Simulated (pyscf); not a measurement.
Thermochemistry of product channels of HO–Al(OH)–F + hydrogen (H₂) on the singlet surface, in kcal/mol, from ωB97M-D3(BJ)/def2-TZVP energies (ideal gas, 1 atm, RRHO with modes under 100 cm⁻¹ raised to 100, one conformer, R ln 2 for rigid chiral ones). Structures and frequencies: ωB97X-D3(BJ)/def2-SVP in PySCF.

| products | ΔE | ΔH(298 K) | ΔG(298 K) | ΔG(600 K) |
|---|---|---|---|---|
| water (H₂O) + HO–AlH–F | ___ | +28.4 | +26.4 | +24.9 |
| HO–AlH–OH + hydrogen fluoride (HF) | ___ | +40.6 | +39.4 | +38.5 |

Question: Fill in the missing entries.

Answer: 
- water (H₂O) + HO–AlH–F, ΔE: +26.0
- HO–AlH–OH + hydrogen fluoride (HF), ΔE: +38.9

These are energies of the channels, which say nothing of barriers.
